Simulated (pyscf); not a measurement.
# Four-centre exchange: HO–Si(F)(F)–F + ammonia (NH₃) -> H₂N–Si(OH)(F)–F + hydrogen fluoride (HF)

Gas phase, singlet surface, charge 0. Bonds broken: Si2–F3, N7–H8. Bonds formed: Si2–N7, F3–H8. Optimised with ωB97X-D3(BJ)/def2-SVP in PySCF.

Transition state (Å):

```xyz
10

O     -0.8065     0.9958     1.2948
Si    -1.3266     0.4401    -0.1515
F     -0.3630    -1.3441     0.4905
F     -1.8434     1.8168    -0.8395
F     -2.6235    -0.4952    -0.3204
H     -0.4393     0.2786     1.8273
N     -0.0633    -0.0746    -1.3626
H      0.0996    -0.9986    -0.5247
H     -0.4464    -0.3432    -2.2701
H      0.6884     0.5997    -1.5091
```

One imaginary mode, 730i cm⁻¹; descent along it reached the two sides named, in the forms told below.

```
bond    change  reactant side (Å)  saddle  product side
------  ------  -----------------  ------  ------------
Si2–F3  breaks              1.675   2.127           3.1
N7–H8   breaks              1.021   1.258         1.731
Si2–N7   forms              2.018   1.824         1.743
F3–H8    forms              2.269   1.168         0.958
```

Electronic energies relative to the separated reactants (kcal/mol):

```csv
level,barrier,reaction energy,reverse barrier
ωB97X-D3(BJ)/def2-TZVP,21.3,+17.3,4.0
PBE/def2-TZVP,18.4,+18.5,-0.1
r²SCAN/def2-TZVP,20.0,+19.6,0.4
B3LYP-D3(BJ)/def2-TZVP,22.6,+18.5,4.1
PBE0-D3(BJ)/def2-TZVP,19.3,+17.2,2.1
M06-2X/def2-TZVP,22.3,+17.8,4.5
ωB97M-D3(BJ)/def2-TZVP,22.0,+18.1,3.9
HF/def2-TZVP,40.5,+20.4,20.1
```

With ωB97M-D3(BJ)/def2-TZVP energies and thermal terms (ideal gas, 1 atm, RRHO with modes under 100 cm⁻¹ raised to 100, one conformer, R ln 2 for rigid chiral ones), in kcal/mol:

```csv
T (K),ΔH‡,ΔG‡,ΔH,ΔG
298,21.1,33.2,+17.3,+17.6
600,21.1,45.5,+18.2,+17.6
900,21.7,57.6,+18.8,+17.2
1200,22.5,69.5,+19.3,+16.6
```

On the reactant side the descent ends in an adduct with a N–Si contact (not fully relaxed), 1.4 kcal/mol under the separated species and 22.7 kcal/mol under the saddle at ωB97X-D3(BJ)/def2-TZVP. On the product side the descent ends in a bound adduct, 10.9 kcal/mol under the separated species and 14.9 kcal/mol under the saddle at ωB97X-D3(BJ)/def2-TZVP. What is counted as formed (N–Si) is already present as a longer contact in the reactant adduct; forming that adduct is a step of its own. One saddle was located; it need not be the lowest between these sides.
